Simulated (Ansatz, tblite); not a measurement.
Cost and result up the ladder for AlH2(vinyl) (C2H5Al) (8 atoms). The state is a singlet with charge 0. Geometry: PBE0-D4/def2-TZVP.

```xyz
8

Al   -0.032   -1.440   -0.351
H    -0.646   -2.808    0.170
H     0.889   -1.393   -1.645
C    -0.355    0.244    0.553
C     0.209    1.362    0.083
H    -0.977    0.344    1.442
H     0.842    1.354   -0.802
H     0.071    2.336    0.549
```

Ansatz on 4 threads of Arm Neoverse V1 on a shared host; xTB runs through tblite on one thread. Times are rough, summed over both states, and most runs start from the orbitals of an earlier one. CCSD(T)/def2-TZVPP serves as the yardstick here, not as an exact answer. The other state is a doublet.

The xTB rows come from tblite. Correlated methods freeze 7 core orbitals. HOMO above LUMO, or a gap near zero within one spin, warns that the state may not be the lowest or that an electron is smeared out.

Run but left out: PBE-D4/def2-TZVP (charge +1 doublet: an occupied level 0.20 eV above an empty one).

Correlated methods converge slowly with the basis.

Raw xTB energies of ions are shifted by several eV.

```tsv
level	functions	vertical IE (eV)	difference from CCSD(T)/def2-TZVPP (eV)	remarks
CCSD(T)/def2-TZVPP	174	10.54	0.00	–
GFN1-xTB	27	14.56	4.02	–
r2SCAN-D4/def2-TZVP	129	10.06	-0.48	gap within one spin near zero (+1 doublet)
GFN2-xTB	22	13.68	3.13	–
```

Estimate how long each takes.

GFN2-xTB 0.006 s; GFN1-xTB 0.008 s; r2SCAN-D4/def2-TZVP 9.8 s; CCSD(T)/def2-TZVPP 73 s. On shared hardware such times vary by a factor of up to 3.
